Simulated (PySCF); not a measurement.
Isomers of C3H3NS, one GFN2-xTB conformer each. Single-point energies are computed at CAM-B3LYP/def2-SVPD (PySCF, gas phase, no added dispersion term), electronic only.

```tsv
SMILES	GFN2-xTB relative energy (kcal/mol)
c1cscn1	0.0
C=CSC#N	41.8
N#C[C@@H]1CS1	31.6
c1cnsc1	2.7
```

Conformers: `[CH2:1]=[CH:2][S:3][C:4]#[N:5]` with C1–C2–S3–C4 0°.

**Question.** What does CAM-B3LYP/def2-SVPD give for the same structures?

**Answer.** 
| SMILES | CAM-B3LYP/def2-SVPD E (Eh) | CAM-B3LYP/def2-SVPD (kcal/mol) | GFN2-xTB (kcal/mol) | point group |
| --- | --- | --- | --- | --- |
| c1cscn1 | -568.72922 | 0.0 | 0.0 | Cs |
| c1cnsc1 | -568.72183 | 4.6 | 2.7 | Cs |
| N#C[C@@H]1CS1 | -568.69593 | 20.9 | 31.6 | C1 |
| C=CSC#N | -568.68393 | 28.4 | 41.8 | Cs |

Both levels put the same isomer lowest; measured from each level's own lowest isomer, the values differ by up to 13.4 kcal/mol (C=CSC#N: 41.8 against 28.4). As drawn, the lowest has an aromatic ring, which the highest lacks; the highest has a C≡N group and a C=C bond outside aromatic rings, which the lowest lacks.

**Question.** Which frontier levels, dipoles and rotational constants go with these structures?

**Answer.** 
```csv
SMILES,"HOMO (eV, CAM-B3LYP/def2-SVPD)",LUMO (eV),dipole (D),"A, B, C (MHz)"
c1cscn1,-8.68,0.22,1.57,"8705, 5502, 3371"
c1cnsc1,-8.92,0.07,2.44,"8532, 5813, 3458"
N#C[C@@H]1CS1,-8.82,-0.13,3.83,"10995, 2787, 2467"
C=CSC#N,-8.70,0.26,3.68,"6789, 3657, 2377"
```
